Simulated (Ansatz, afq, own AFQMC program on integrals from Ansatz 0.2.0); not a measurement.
AFQMC on a folder of integrals that Ansatz 0.2.0 wrote.

```yaml
crystal:
  periodic: [false, false, false]
  atoms:
    - {symbol: Co, position_ang: [0.000000, 0.000000, 0.000000]}
basis:
  gaussian: {orbitals: def2-SVP}
magnetization: {spin_polarized: false, initial_magnetization: 1}
correlation: {method: ccsd_t, electrons: outside_noble_gas, hamiltonian_folder: ham}
```

```sh
$ ansatz run in.yaml --threads 1 --pin off --events-out ev --progress --plain --max-ram 24576MiB --backend cuda --devices 0, --max-vram 18GiB
```

Options of the walk:

```
--method phaseless --trial cisd --walkers 4000 --populations 20 --least-time 60 --time-step 0.005 --steps-per-block 50 --equilibration-blocks 40 --max-blocks 4000 --target-error 0.00018 --factor-cut 1e-05 --start spin_pure --seed 3254 --release-times 0.24,0.6,1.2,2,3,4.2 --release-step 0.04 --release-every 3 --taylor-order 6
```

Times are imaginary, in 1/Eh. The walk had a cap of 171 s. With eight or more populations the least sampling time is a fifth of least-time, and the error comes from their spread.

afq prints:

```
orbitals 22  electrons 5 4  factors 180 of 237
reference energy -1381.08533611 Eh
CCSD correlation -0.17250456 Eh in 25 cycles, weight of the determinant in the CISD state 0.8757
energy of the start -1381.257846 Eh
 block  time / (1/Eh)  mean weight  energy / Eh
     1     0.250  1.0000  -1381.257716
     2     0.500  1.0002  -1381.259060
     3     0.750  1.0002  -1381.259627
     4     1.000  0.9997  -1381.260048
     5     1.250  1.0002  -1381.260403
     7     1.750  0.9996  -1381.261643
     9     2.250  1.0004  -1381.262250
    13     3.250  0.9995  -1381.263109
    37     9.250  0.9995  -1381.266321
    61    15.250  0.9999  -1381.267631
    85    21.250  0.9997  -1381.269150
   109    27.250  0.9998  -1381.268866
   133    33.250  0.9999  -1381.267672
   157    39.250  1.0005  -1381.268730
   181    45.250  1.0000  -1381.267084
   205    51.250  0.9998  -1381.268071
   229    57.250  1.0002  -1381.269488
   253    63.250  1.0002  -1381.269204
   277    69.250  1.0006  -1381.268543
   301    75.250  0.9996  -1381.268019
   325    81.250  1.0000  -1381.268157
   349    87.250  0.9996  -1381.266523
   373    93.250  0.9998  -1381.267878
   397    99.250  0.9996  -1381.272017
   421   105.250  1.0001  -1381.269114
   445   111.250  0.9998  -1381.267199
   469   117.250  1.0005  -1381.267976
   481   120.250  0.9998  -1381.268239
error from the spread of 20 populations
released: time / (1/Eh)  energy / Eh  error  mean overlap
  0.24  -1381.269060  0.000094  1.0001
  0.60  -1381.269319  0.000158  0.9998
  1.20  -1381.269101  0.000616  0.9995
  2.00  -1381.270041  0.000195  0.9946
  3.00  -1381.267193  0.001999  0.9896
  4.20  -1381.180112  0.089599  0.9889
energy -1381.268348 +/- 0.000081 Eh
(rows thinned)
```

The run passed its tests (sampling time, drift between the halves within three errors, error under three times the target), which doesn't prove that it has relaxed, ending at its cap on processor time. The second half of the sampling lies below the first by 1.6 errors of their difference, so the energy may still be moving and its error bar be too small.

Against this walk (error 2.2 meV) on the same determinant: CCSD(T) 95.3 meV higher, full CI for this spin (own frozen core, lowest symmetry allowed) 602.4 meV lower. The error is statistical and leaves out the bias of the constraint. None of these is a sure reference here. The released energies have errors that jump between times, so the bars are unsure (meV from the phaseless value at times in 1/Eh: -26 ± 4 at 0.60, -20 ± 17 at 1.20, -46 ± 5 at 2.00, 31 ± 54 at 3.00, 2401 ± 2438 at 4.20), so they give no level; they do show a bias of the constraint, and the last of them that isn't too noisy lies 141 meV below CCSD(T).

Cautions: constraint bias not in the error; no relativity below Rb; outer-core shells of the metal frozen; another spin lies lower; a spin-contaminated unrestricted determinant lies lower (UHF 1.46 eV lower, ⟨S²⟩ 1.75); CCSD(T) is in doubt: in a space of 9 electrons in 8 natural orbitals full CI lies 261 meV below it.

The walk took 2.9 min on 1 × NVIDIA H100 80GB HBM3 with 2 threads of AMD EPYC 7R13 Processor (Zen 3), on a shared host (the card was shared). The log's last line is the phaseless energy.
